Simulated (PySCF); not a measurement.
Molecule: SMILES CO, CH4O.

Numbering as in the mapped SMILES `[CH3:1][OH:2]`; H(Xn) means a hydrogen on atom n.

Spin–spin couplings on one PBE0-D3(BJ)/def2-SVP geometry, PySCF 2.14, gas phase, non-relativistic, equivalent pairs averaged; isotopes $^{17}$O, $^{1}$H; functional B3LYP.

Reference values (Hz): $^{1}J$(O2,H(O2)) = -85.0 (measured; Int. J. Mol. Sci. 2003, 4, 143 (spin-spin coupling constants in ethane, methanol and methylamine)); $^{2}J$(H(C1),H(C1)) = -10.8 (measured; Int. J. Mol. Sci. 2003, 4, 143 (spin-spin coupling constants in ethane, methanol and methylamine)); $^{2}J$(O2,H(C1)) = -7.5 (measured; Int. J. Mol. Sci. 2003, 4, 143 (spin-spin coupling constants in ethane, methanol and methylamine)); $^{3}J$(H(C1),H(O2)) = 5.0 (measured; Int. J. Mol. Sci. 2003, 4, 143 (spin-spin coupling constants in ethane, methanol and methylamine)).

Q: How do the couplings (Hz) change with the basis set? Times are CPU seconds on shared hosts with different chips, so compare them loosely. Far from the basis limit: 6-31G*, pcJ-0, 6-31G-J, def2-TZVP, cc-pVTZ.

A: 
```tsv
basis set	functions	$^{1}J$(O2,H(O2))	$^{2}J$(H(C1),H(C1))	$^{2}J$(O2,H(C1))	$^{3}J$(H(C1),H(O2))	mean abs. error	core-s
6-31G*	36	-67.1	-12.4	-5.9	5.3	5.4	2
pcJ-0	38	-30.3	-10.5	-4.8	5.7	14.6	2
6-31G-J	40	-54.0	-13.8	-7.4	6.3	8.9	2.1
def2-TZVP	86	-63.6	-10.2	-6.1	5.9	6.1	4.2
pcJ-1	94	-70.7	-11.2	-6.6	7.1	4.4	2
cc-pVTZ	116	-50.4	-9.3	-4.9	6.2	10.0	5.7
aug-cc-pVTZ-J	172	-75.2	-11.9	-6.6	7.4	3.6	9.5
pcJ-2	198	-74.3	-11.5	-6.7	7.4	3.6	11
```

Errors compare magnitudes, without vibrational corrections, and the largest couplings weigh most in the mean. Closest: aug-cc-pVTZ-J and pcJ-2, practically level; furthest: pcJ-0.

The Fermi-contact term samples the wavefunction at the nucleus, which is why sets with added tight s functions (names with J) are made for couplings. Agreement of an ordinary basis with the reference is then largely a cancellation of errors.
